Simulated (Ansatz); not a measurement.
fcc Au

All values below come from PBE-D3(BJ) (plane waves, PAW; Ansatz, an electronic-structure program).

Numerical settings: plane-wave cutoff 500 eV, 30×30×30 k mesh, Fermi–Dirac smearing 0.1 eV, scalar-relativistic PAW data made under PBE.

Cell (relaxed at this level):

```yaml
crystal:
  lattice:
    - [0.00000, 2.05123, 2.05123]
    - [2.05123, 0.00000, 2.05123]
    - [2.05123, 2.05123, 0.00000]
  atoms:
    - { symbol: Au, position: [0.00000, 0.00000, 0.00000] }
```

```
Quantity                    Result
-------------------  -------------
volume per atom      17.26 Å³/atom
lattice parameter a        4.102 Å
```

Measured, for comparison: equilibrium volume per atom 16.76 Å³/atom, lattice constant a 4.062 Å (static lattice: zero-point anharmonic expansion removed; as tabulated in Mejia-Rodriguez and Trickey (2018), arXiv:1807.09216). Computed (rounded) less measured: equilibrium volume per atom +3.0 %, lattice constant a +1.0 %.

Spin–orbit coupling is not included; it can shift volumes and moduli of such heavy elements.

Static lattice: no zero-point or thermal effects.

Computing time: very roughly 70 core-seconds.
